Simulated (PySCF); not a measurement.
Worked example: correlation energy of AlP, triplet

Geometry: a point of a stretch scan, not a stationary point.

```json
{"atom": "Al", "x (Å)": "0.0000", "y (Å)": "0.0000", "z (Å)": "0.0000"}
{"atom": "P", "x (Å)": "0.0000", "y (Å)": "0.0000", "z (Å)": "2.6400"}
```

Basis 6-31G; PySCF 2.14.0. Only valence electrons are correlated (noble-gas cores frozen), which leaves 8 electrons in 16 orbitals. Prefix R: restricted or restricted open-shell reference; prefix U: unrestricted.

Full CI is exact within this basis and frozen core; it isn't the basis-set limit. The frozen core follows each run's orbitals, which can shift R against U totals by a few meV.

Restricted and unrestricted runs freeze slightly different cores, so the step to full CI, which has another core, is uncertain by up to 0.1 kcal/mol.

```json
{"level": "UHF", "total energy (hartree)": "-582.562835"}
{"level": "UMP2", "total energy (hartree)": "-582.611002"}
{"level": "UCCSD", "total energy (hartree)": "-582.632989"}
{"level": "UCCSD(T)", "total energy (hartree)": "-582.634351"}
{"level": "UCCSDT", "total energy (hartree)": "-582.634900"}
{"level": "full CI", "total energy (hartree)": "-582.635009"}
```

Q: What is the correlation energy at full CI, and what share of it do UMP2 and UCCSD recover?

A: E(corr) = -582.635009 − (-582.562835) = -0.072174 hartree = -1.964 eV. UMP2: -0.048167 / -0.072174 = 66.74 %. UCCSD: -0.070154 / -0.072174 = 97.20 %.

Q: By how many kcal/mol does UCCSD(T) miss full CI (1 hartree = 627.509 kcal/mol), and which steps make up the rest?

A: -582.634351 − (-582.635009) = 0.000658 hartree = 0.41 kcal/mol. Steps: UCCSDT − UCCSD(T) = -0.34, full CI − UCCSDT = -0.07 kcal/mol. That is within 1 kcal/mol of the reference in this basis, which itself misses far more of the correlation at the basis-set limit.
